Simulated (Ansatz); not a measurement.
Geometry optimisation, Ansatz 0.2.0, RKS BHLYP/6-31G*.

Input file:

```yaml
crystal:
  periodic: [false, false, false]
  atoms:
    - { symbol: Al, position_ang: [-1.132052, -0.015966, 0.556242] }
    - { symbol: H, position_ang: [1.589049, -0.000951, 1.019029] }
    - { symbol: H, position_ang: [1.619283, 0.008888, 0.313498] }
    - { symbol: H, position_ang: [-0.507079, 0.008029, -0.982668] }
basis:
  gaussian: { orbitals: "6-31G*" }
hamiltonian:
  xc: { name: BHLYP }
relax:
  f_tol: 0.03
  max_steps: 50
```

Launched with:

```bash
$ ansatz run input.yaml --threads 1 --pin off --max-ram 2048MiB --backend cpu --events-out ev --progress --plain --runs-dir out
```

Problem. Where does it end, and by what steps?

Solution. It converged. The force dipped under the threshold on the way, but the program's further checks kept it going. After 7 steps the energy has fallen by 0.036 eV; Al1 moved furthest, 0.28 Å.

```csv
step,energy less start (eV),largest force component (eV/Å),accepted
0,0.0000,1.372,yes
1,-0.0345,0.043,yes
2,-0.0348,0.010,yes
3,-0.0353,0.062,yes
4,-0.0356,0.091,yes
5,-0.0358,0.040,yes
6,-0.0357,0.072,no
7,-0.0359,0.003,yes
```

```xyz
4
Properties=species:S:1:pos:R:3
Al -1.401 -0.017 0.467
H 1.841 0.001 1.082
H 1.749 0.009 0.351
H -0.620 0.007 -0.994
```

Whether the end is a true minimum wasn't checked by a vibrational analysis.

Run time: 6.8 s on 1 thread of Intel(R) Xeon(R) Platinum 8375C CPU @ 2.90GHz (Ice Lake) (shared host), peak memory 0.1 GiB.
